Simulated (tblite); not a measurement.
A tight-binding relaxation on `SC1=C[C]=CS1` [radical].

Computed with GFN2-xTB geometry optimisation, gas phase (tblite 0.8.0). Start geometry: from a force field or distance geometry. The command runs a driver script over a list of jobs; the input below is this job's line of settings and its coordinates in Å.

Command:
```bash
OMP_NUM_THREADS=1 python probes_run.py task.json out
```

Input:
```
{"job": {"kind": "relax", "xc": "GFN2-xTB", "basis": "xTB"}, "charge": 0, "multiplicity": 2}
S      2.447000     0.087200    -0.321200
C      0.695600     0.003900    -0.130300
C     -0.143000    -0.825300    -0.821700
C     -1.501000    -0.640800    -0.426900
C     -1.643800     0.287700     0.582200
S     -0.138300     0.964300     1.015400
H      2.669500     1.031000     0.606200
H      0.176700    -1.507800    -1.589200
H     -2.549300     0.606000     1.060300
```

Output:
```
step      E/eV     max force
  0    -447.54492    2.621
  1    -447.66459    1.014
  2    -447.67983    0.362
  3    -447.68391    0.223
  4    -447.68832    0.156
  5    -447.68957    0.095
  6    -447.69011    0.079
  7    -447.69060    0.079
  8    -447.69097    0.066
  9    -447.69117    0.043
 10    -447.69125    0.026
 11    -447.69128    0.018
 12    -447.69130    0.015
 13    -447.69132    0.011
 14    -447.69133    0.013
 15    -447.69135    0.011
 16    -447.69136    0.010
 17    -447.69137    0.009
```

«max force» is the largest atomic force in eV/Å.

Problem. From which step on does the largest force stay under 0.1 eV/Å, and how much energy is left to gain from there?

Solution. From step 5 (0.095 eV/Å), 1.8 meV above the end.

Summary of the converged run: energy lowered by 3.4 kcal/mol over 17 steps; largest atomic force 0.009 eV/Å at the end.

Hardware: one thread of an Arm Neoverse V1, shared host with 32 logical CPUs at a one-minute load of 20. Cost: 0.1 s.
Labels such as C1 count atoms from 1, the log's own numbers from 0.
